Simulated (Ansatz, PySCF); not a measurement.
Barrier height from CHO (SMILES [CH]=O) to the transition structure CHO, without zero-point energy, on the benchmark's geometries as Psi4's copy of the set gives them.
Transition structure (charge 0, multiplicity 2):
```xyz
3

H     -1.521     1.389     0.000
C      0.109     0.549     0.000
O      0.109    -0.586     0.000
```
Reactant (charge 0, multiplicity 2):
```xyz
3

H     -0.00906     0.00000    -0.00709
C     -0.00703     0.00000     1.10968
O      0.95604     0.00000     1.78566
```

Open shells are unrestricted; no spin–orbit coupling.

Frozen-core correlation. CBS(a, b) extrapolates the correlation energy as X⁻³ and adds the Hartree–Fock energy of set b.

Codes used: Ansatz (a program for electronic structure); PySCF for the dispersion terms. Values without a source in brackets are computed.

```
level                                  barrier height (eV)
-------------------------------------  -------------------
BLYP-D4/def2-TZVPPD                                  1.002
r2SCAN/def2-TZVPPD                                   1.033
B2PLYP-D4/def2-TZVPPD                                1.037
MP2/aug-cc-pVQZ                                      0.969
CCSD/aug-cc-pVTZ                                     0.991
CCSD(T)/aug-cc-pVDZ                                  0.900
CCSD(T)/cc-pVDZ                                        [?]
CCSD(T)/aug-cc-pVQZ                                  0.974
CCSD(T)/CBS(aug-cc-pVTZ, aug-cc-pVQZ)                0.980
```

What belongs in the gaps?


- CCSD(T)/cc-pVDZ, barrier height (eV): 0.819
